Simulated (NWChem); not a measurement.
# Correlation energy of ammonia (H$_{3}$N)

```xyz
4

N      0.0016     0.1283     0.0000
H     -0.4728    -0.2934     0.8124
H     -0.4728    -0.2934    -0.8124
H      0.9343    -0.3110     0.0000
```
Charge 0, spin multiplicity 1.

Program: NWChem. All single points use one geometry, from PBE/def2-SVP, a minimum by its harmonic frequencies.

Basis set: STO-3G. Each correlation energy counts from its own Hartree-Fock reference.

The correlated methods keep 1 core orbital frozen. No row is a measurement; the coupled-cluster row has its own basis-set and correlation limits.

| method | correlation energy (mHa) |
|---|---|
| CCSD | -68.5 |
| CCSD+T(CCSD) | -68.7 |
| CCSD(T) | -68.7 |
| MP2 | ___ |
| SCS-MP2 | ___ |
| CR-CCSD[T] | -68.7 |
| CR-CCSD(T) | -68.7 |
| CCSDT | -68.7 |

Task: Some entries are withheld; supply them.

Result: 
- MP2, correlation energy (mHa): -49.7
- SCS-MP2, correlation energy (mHa): -56.9
